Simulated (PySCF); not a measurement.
## Mayer bond orders and bond lengths

Species: H6SSi2.
SMILES with atom numbers: `[SiH3:1][SiH2:2][SH:3]` (hydrogens: H4, H5, H6 on Si1; H7, H8 on Si2; H9 on S3)

Structure used (GFN2-xTB), in Å, numbered top down from 1:
```xyz
9
H6SSi2 angstrom
Si    -1.2996    0.5181    0.1377
Si     0.5332   -0.8623   -0.1603
S      2.3076   -0.0247    0.7526
H     -2.4516   -0.0744   -0.5421
H     -1.0848    1.8511   -0.4360
H     -1.6511    0.7082    1.5458
H      0.4833   -2.1547    0.5138
H      0.9112   -1.1070   -1.5548
H      2.2653    1.1515    0.1454
```

Bond orders from the PBE0/pcSseg-1 density (PySCF). One conformer (not necessarily the lowest) at the GFN2-xTB geometry, without solvent, vibrations or thermal averaging.

**Question.** Where do the orders between heavy atoms depart from those drawn in the SMILES?

**Answer.** The largest departure is 0.107, at Si1–Si2 (drawn single, 0.893).

**Question.** Set the Mayer orders of the bonds beside their lengths.

**Answer.** 
```
   bond  drawn as  length (Å)  Mayer order
Si1–Si2    single       2.314        0.893
 Si2–S3    single       2.164        0.977
 Si1–H4    single       1.463        0.920
 Si1–H5    single       1.467        0.932
 Si1–H6    single       1.464        0.934
 Si2–H7    single       1.459        0.937
 Si2–H8    single       1.465        0.904
  S3–H9    single       1.324        0.928
```

**Question.** Sum the orders of all bonds at each heavy atom with more than one neighbour and set the sums beside the valence in the SMILES.

**Answer.** Si1 3.679 (drawn 4), Si2 3.711 (drawn 4), S3 1.905 (drawn 2). Orders between atoms that aren't bonded are not in these sums.

The Mayer order sums products of elements of PS (density times overlap matrix) between the two atoms' basis functions, so it depends on the basis set.

The run behind these numbers computed NMR shieldings as well. Hardware: an Arm Neoverse V2 with one thread (shared host). Cost: 5.3 s of wall time.
